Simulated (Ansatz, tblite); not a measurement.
**BCl2(SiH3) (BCl2H3Si): charged states by level of theory**

One table from this session's results is given with a row withheld; the runs are named, their logs left out.

Computed with Ansatz 0.2.0, Gaussian basis. Level: as each input shows.

The runs, in order: charge +1 doublet, at the geometry of the singlet (PBE0-D4/def2-TZVP, PBE-D4/def2-TZVP, r2SCAN-D4/def2-TZVP, CCSD(T)/def2-TZVPP); charge -1 doublet, at the geometry of the singlet (PBE0-D4/def2-TZVPD, PBE-D4/def2-TZVPD, r2SCAN-D4/def2-TZVPD); the starting singlet's energies come from earlier runs.

## The relaxed structure

The singlet was relaxed beforehand with PBE-D4/def2-SVP.

7 atoms, charge 0, spin multiplicity 1.

Atoms are counted from 1 here; the program's logs count them from 0.

Bond lengths: B1–Cl2 1.760 Å, B1–Cl3 1.759 Å, B1–Si4 2.028 Å, Si4–H5 1.505 Å, Si4–H6 1.505 Å, Si4–H7 1.509 Å. Angles: Cl2–B1–Cl3 118.4°, Cl2–B1–Si4 120.7°, Cl3–B1–Si4 120.8°, B1–Si4–H5 111.6°, B1–Si4–H6 111.5°, B1–Si4–H7 107.9°, H5–Si4–H6 109.6°, H5–Si4–H7 108.1°, H6–Si4–H7 108.1°.

As a file:

| atom | x (Å) | y (Å) | z (Å) |
| --- | --- | --- | --- |
| B1 | 0.56001 | 0.97677 | 0.01970 |
| Cl2 | 2.31936 | 1.00203 | 0.01950 |
| Cl3 | -0.29951 | 2.51029 | -0.05160 |
| Si4 | -0.45059 | -0.78149 | 0.02644 |
| H5 | -1.81044 | -0.63629 | 0.65463 |
| H6 | 0.32154 | -1.85917 | 0.73887 |
| H7 | -0.64036 | -1.21212 | -1.40753 |

The first run:

Input file in.yaml:

```yaml
crystal:
  periodic: [false, false, false]
  atoms:
    - {symbol: B, position_ang: [0.560007, 0.976766, 0.019698]}
    - {symbol: Cl, position_ang: [2.319359, 1.002026, 0.019497]}
    - {symbol: Cl, position_ang: [-0.299506, 2.510287, -0.051601]}
    - {symbol: Si, position_ang: [-0.450593, -0.781493, 0.026439]}
    - {symbol: H, position_ang: [-1.810444, -0.636291, 0.654634]}
    - {symbol: H, position_ang: [0.321536, -1.859167, 0.738867]}
    - {symbol: H, position_ang: [-0.640359, -1.212118, -1.407534]}
basis:
  gaussian: {orbitals: def2-SVP}
total_charge: 1
magnetization: {spin_polarized: true, initial_magnetization: 1}
hamiltonian: {xc: pbe0, dispersion: d4}
output: {orbitals: {seedname: orbitals}}
```

Launch:

```bash
$ ansatz run in.yaml --threads 4 --pin off --events-out ev --progress --plain --max-ram 3916MiB
```

Among the steps run: Charge +1 doublet at the fixed geometry, first pass, PBE0-D4/def2-SVP; Charge +1 doublet at the fixed geometry, PBE0-D4/def2-TZVP; Charge +1 doublet at the fixed geometry, PBE-D4/def2-TZVP; Charge +1 doublet at the fixed geometry, r2SCAN-D4/def2-TZVP; Charge +1 doublet at the fixed geometry, CCSD(T)/def2-TZVPP.

One of the session's tables, all rows but one given; the rest of the session is left out.

It belongs to the step «Vertical ionisation energy». 

```
             method  vertical ionisation energy (eV)
      HF/def2-TZVPP                            10.26
   PBE-D4/def2-TZVP                            10.09
r2SCAN-D4/def2-TZVP                            10.26
  PBE0-D4/def2-TZVP                            10.44
     MP2/def2-TZVPP                            10.69
    CCSD/def2-TZVPP                            10.71
 CCSD(T)/def2-TZVPP                                ?
```

Estimate the missing values for CCSD(T)/def2-TZVPP.

**Answer.** vertical ionisation energy (eV): 10.63. In the column «vertical ionisation energy (eV)» it lies between PBE0-D4/def2-TZVP (10.44) and MP2/def2-TZVPP (10.69).

To keep in mind: The anion's highest level is positive in at least one run, so there the basis alone may hold the extra electron.
